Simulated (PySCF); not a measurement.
# AlF: from the state search to spectroscopic constants

One job finds the state of AlF, follows it along the bond with each method and fits the curves.

The runs use PySCF 2.14.0; Al def2-TZVPP, F def2-TZVPP, no relativity.

## (1) Set-up

A driver script around PySCF takes these settings:

```
atoms                         : Al, F
charge                        : 0
basis                         : Al def2-TZVPP, F def2-TZVPP
Hamiltonian                   : no relativity
basis functions               : 73
electrons treated             : 22
masses in u                   : 26.9815, 18.9984
levels                        : PBE0, PBE, r²SCAN, B3LYP, MN15, TPSSh, TPSS, LC-ωPBE, HF, MP2, SCS-MP2, CCSD, CCSD(T)
grid                          : 80 radial by 434 angular points
occupations                   : held fixed by the projection of orbital angular momentum
dissociation limit            : Al + F, each in its ground configuration
starting distance in angstrom : 1.810
values of 2S to try           : 0, 2
```

On the command line:

```bash
> OMP_NUM_THREADS=1 python dia.py task.json out
```

The runs that follow: The PBE0 curve of the state that the search chose; PBE; r²SCAN; B3LYP (global hybrid GGA); MN15 (hybrid meta-GGA); TPSSh (hybrid meta-GGA); TPSS (meta-GGA); LC-ωPBE; RHF; Correlated methods on the Hartree–Fock reference.

Q: Predict the outcome of this session. Wanted: for each run, Re; ωe; De; μ.

**Answer**, as computed:

Lowest PBE0 solution found, without spin–orbit coupling: ¹Σ⁺ (singlet), closed shell. The other levels ran on it alone.

| level | Re (Å) | ωe (cm⁻¹) | De (eV) | μ (D) |
| --- | --- | --- | --- | --- |
| RHF | 1.642 | 834 | 5.15 | -1.23 |
| RHF-MP2 | 1.669 | 789 | 7.19 | n/a |
| RHF-SCS-MP2 | 1.668 | 790 | 6.99 | n/a |
| RHF-CCSD | 1.661 | 805 | 6.70 | n/a |
| RHF-CCSD(T) | 1.665 | 797 | 6.83 | n/a |
| PBE | 1.684 | 747 | 7.05 | -1.43 |
| TPSS | 1.679 | 759 | 6.86 | -1.31 |
| r²SCAN | 1.664 | 787 | 6.89 | -1.27 |
| TPSSh | 1.671 | 773 | 6.76 | -1.31 |
| B3LYP | 1.671 | 771 | 6.90 | -1.51 |
| PBE0 | 1.664 | 785 | 6.76 | -1.39 |
| MN15 | 1.666 | 782 | 7.24 | -1.53 |
| LC-ωPBE | 1.666 | 787 | 6.91 | -1.27 |

De is counted to Al + F in their ground configurations. A positive dipole means Al(−)F(+).

Differences from CCSD(T) in the same basis:

| level | Re (mÅ) | ωe (%) |
| --- | --- | --- |
| RHF | -23 | +4.7 |
| RHF-MP2 | +4 | -0.9 |
| RHF-SCS-MP2 | +3 | -0.8 |
| RHF-CCSD | -4 | +1.0 |
| PBE | +19 | -6.2 |
| TPSS | +14 | -4.7 |
| r²SCAN | 0 | -1.2 |
| TPSSh | +7 | -3.0 |
| B3LYP | +6 | -3.2 |
| PBE0 | -1 | -1.5 |
| MN15 | +2 | -1.8 |
| LC-ωPBE | +1 | -1.2 |

Against CCSD(T) in the same basis, the bond length is nearest at r²SCAN (0 mÅ) and farthest at RHF (-23 mÅ); the wavenumber is nearest at RHF-SCS-MP2 (-0.8 %) and farthest at PBE (-6.2 %). Hartree–Fock falls on the short and stiff side, its usual fault. PBE has the long and soft bond that GGAs tend to give. Of the levels with a De here, RHF gives the least (5.15 eV) and MN15 the most (7.24 eV).

Correlated steps freeze 6 core orbitals.
